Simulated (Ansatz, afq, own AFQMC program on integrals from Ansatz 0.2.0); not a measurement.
Integrals from Ansatz 0.2.0, then the random walk in our own AFQMC program (afq).

```yaml
crystal:
  periodic: [false, false, false]
  atoms:
    - {symbol: F, position_ang: [1.248569, 0.282560, -0.464327]}
    - {symbol: B, position_ang: [0.102535, -0.076139, 0.062444]}
    - {symbol: Cl, position_ang: [-1.371665, 0.570584, -0.610779]}
    - {symbol: H, position_ang: [0.076162, -0.837306, 0.992363]}
basis:
  gaussian: {orbitals: def2-TZVP}
magnetization: {spin_polarized: false}
correlation: {method: ccsd_t, electrons: outside_noble_gas, hamiltonian_folder: ham}
```

```sh
$ ansatz run in.yaml --threads 1 --pin off --events-out ev --progress --plain --max-ram 24576MiB --backend cuda --devices 0, --max-vram 18GiB
```

afq runs on the folder ham with

```
--method phaseless --trial cisd --walkers 3800 --populations 20 --least-time 60 --time-step 0.005 --steps-per-block 50 --equilibration-blocks 28 --max-blocks 4000 --target-error 0.00026 --factor-cut 1e-05 --seed 3889 --release-times 0.24,0.51,0.99,1.5 --release-step 0.03 --release-every 4 --taylor-order 6
```

Times are imaginary, in 1/Eh. The walk had a cap of 260 s. With eight or more populations the least sampling time is a fifth of least-time, and the error comes from their spread.

Output of the walk:

```
orbitals 98  electrons 9 9  factors 671 of 672
reference energy -584.36880350 Eh
CCSD correlation -0.55401082 Eh in 10 cycles, weight of the determinant in the CISD state 0.8533
energy of the start -584.922815 Eh
 block  time / (1/Eh)  mean weight  energy / Eh
     1     0.250  1.0000  -584.915230
     2     0.500  0.9996  -584.924689
     3     0.750  0.9999  -584.931803
     4     1.000  0.9998  -584.935004
     5     1.250  0.9997  -584.937268
     7     1.750  0.9999  -584.940427
     9     2.250  0.9992  -584.942959
    11     2.750  0.9995  -584.943360
    15     3.750  1.0004  -584.944455
    19     4.750  0.9985  -584.941793
    23     5.750  0.9998  -584.945487
    27     6.750  0.9991  -584.942004
    31     7.750  1.0000  -584.943138
    35     8.750  1.0003  -584.943418
    39     9.750  1.0003  -584.945194
    43    10.750  1.0004  -584.945629
    47    11.750  0.9999  -584.945023
    51    12.750  0.9993  -584.943859
    55    13.750  1.0000  -584.943679
    59    14.750  0.9996  -584.942844
    63    15.750  0.9994  -584.945094
    67    16.750  1.0003  -584.942106
    71    17.750  1.0004  -584.945648
    75    18.750  0.9997  -584.942134
    79    19.750  0.9996  -584.943322
    83    20.750  0.9998  -584.946587
    87    21.750  1.0001  -584.944615
error from the spread of 20 populations
released: time / (1/Eh)  energy / Eh  error  mean overlap
  0.24  -584.943901  0.000225  0.9965
  0.51  -584.943718  0.000188  0.9935
  0.99  -584.944125  0.000389  0.9862
  1.50  -584.943221  0.000459  0.9812
energy -584.944041 +/- 0.000223 Eh
(rows thinned)
```

The run passed its tests (sampling time, drift between the halves within three errors, error under three times the target), which doesn't prove that it has relaxed.

Against this walk (error 6.1 meV) on the same determinant: CCSD(T) 46.0 meV higher, CCSDT(Q) 3.2 meV higher (within the noise). The error is statistical and leaves out the bias of the constraint. Released to 0.99 1/Eh the energy moves by -2 ± 12 meV (both errors), within twice the noise.

Cautions: constraint bias not in the error.

The walk took 3.1 min on 1 × NVIDIA H100 80GB HBM3 with 2 threads of AMD EPYC 7R13 Processor (Zen 3) (shared host) (the card was shared). The log's last line is the phaseless energy.

CCSDT and higher add their correlation energy to the determinant of the CCSD(T) run, since their own runs factorise the integrals more tightly (a shift of under 2 meV).
